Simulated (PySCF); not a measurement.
Dissociation curve of SMILES C#N. The C1–N3 bond (C1 also carries H; N3 carries nothing else) is stretched with both fragments frozen at the PBE0/def2-TZVP optimised geometry.

Methods: RKS-M06-2X/6-31G* = restricted M06-2X/6-31G*, spherical d in PySCF 2.14.0; RCCSD = CCSD on RHF/cc-pVDZ, 2 core orbitals frozen (PySCF 2.14.0); UKS-BLYP = unrestricted BLYP/cc-pVDZ in PySCF.

Energies are in kJ/mol, each relative to the lowest point of its own curve near equilibrium.

```json
[
 {"R / Å": "0.86", "RKS-M06-2X/6-31G*": "1075.9", "RCCSD": "1143.8", "UKS-BLYP": "1116.1"},
 {"R / Å": "0.91", "RKS-M06-2X/6-31G*": "652.0", "RCCSD": "706.2", "UKS-BLYP": "688.5"},
 {"R / Å": "0.97", "RKS-M06-2X/6-31G*": "319.0", "RCCSD": "358.2", "UKS-BLYP": "349.0"},
 {"R / Å": "1.02", "RKS-M06-2X/6-31G*": "149.2", "RCCSD": "176.9", "UKS-BLYP": "172.5"},
 {"R / Å": "1.07", "RKS-M06-2X/6-31G*": "51.3", "RCCSD": "68.1", "UKS-BLYP": "66.6"},
 {"R / Å": "1.12", "RKS-M06-2X/6-31G*": "6.9", "RCCSD": "13.1", "UKS-BLYP": "13.0"},
 {"R / Å": "1.15", "RKS-M06-2X/6-31G*": "0.0", "RCCSD": "0.0", "UKS-BLYP": "0.0"},
 {"R / Å": "1.19", "RKS-M06-2X/6-31G*": "8.7", "RCCSD": "0.4", "UKS-BLYP": "0.0"},
 {"R / Å": "1.21", "RKS-M06-2X/6-31G*": "19.4", "RCCSD": "7.0", "UKS-BLYP": "6.1"},
 {"R / Å": "1.28", "RKS-M06-2X/6-31G*": "82.0", "RCCSD": "54.6", "UKS-BLYP": "51.3"},
 {"R / Å": "1.32", "RKS-M06-2X/6-31G*": "130.6", "RCCSD": "94.5", "UKS-BLYP": "89.3"},
 {"R / Å": "1.41", "RKS-M06-2X/6-31G*": "260.1", "RCCSD": "203.4", "UKS-BLYP": "193.3"},
 {"R / Å": "1.56", "RKS-M06-2X/6-31G*": "499.0", "RCCSD": "405.5", "UKS-BLYP": "387.6"},
 {"R / Å": "1.73", "RKS-M06-2X/6-31G*": "756.6", "RCCSD": "619.7", "UKS-BLYP": "584.3"},
 {"R / Å": "1.91", "RKS-M06-2X/6-31G*": "987.6", "RCCSD": "809.5", "UKS-BLYP": "733.3"},
 {"R / Å": "2.05", "RKS-M06-2X/6-31G*": "1133.7", "RCCSD": "933.3", "UKS-BLYP": "820.2"},
 {"R / Å": "2.28", "RKS-M06-2X/6-31G*": "1305.5", "RCCSD": "1100.2", "UKS-BLYP": "923.1"},
 {"R / Å": "2.51", "RKS-M06-2X/6-31G*": "1403.8", "RCCSD": "1230.0", "UKS-BLYP": "986.2"},
 {"R / Å": "2.82", "RKS-M06-2X/6-31G*": "1484.4", "RCCSD": "1359.0", "UKS-BLYP": "1029.2"},
 {"R / Å": "3.07", "RKS-M06-2X/6-31G*": "1527.9", "RCCSD": "1434.4", "UKS-BLYP": "1045.1"},
 {"R / Å": "3.46", "RKS-M06-2X/6-31G*": "1571.5", "RCCSD": "1516.4", "UKS-BLYP": "1055.7"},
 {"R / Å": "4.01", "RKS-M06-2X/6-31G*": "1605.3", "RCCSD": "1585.8", "UKS-BLYP": "1060.2"}
]
```

At the longest distance, 4.01 Å, RKS-M06-2X/6-31G* lies highest above its minimum (1605.3 kJ/mol) and UKS-BLYP lowest (1060.2 kJ/mol).

The restricted form behind RKS-M06-2X/6-31G* keeps the bonding electrons paired and can't separate into open-shell fragments. The T1 diagnostic of CCSD on the restricted reference of RCCSD exceeds 0.045 at 1.73 to 4.01 Å. The unrestricted solution behind UKS-BLYP changes between 1.73 and 1.91 Å and between 2.05 and 2.28 Å and between 2.28 and 2.51 Å, which can leave a kink. The unrestricted determinant behind UKS-BLYP is spin-contaminated at 1.73 to 4.01 Å (<S²> up to 3.0, against 0.00 for a pure singlet).
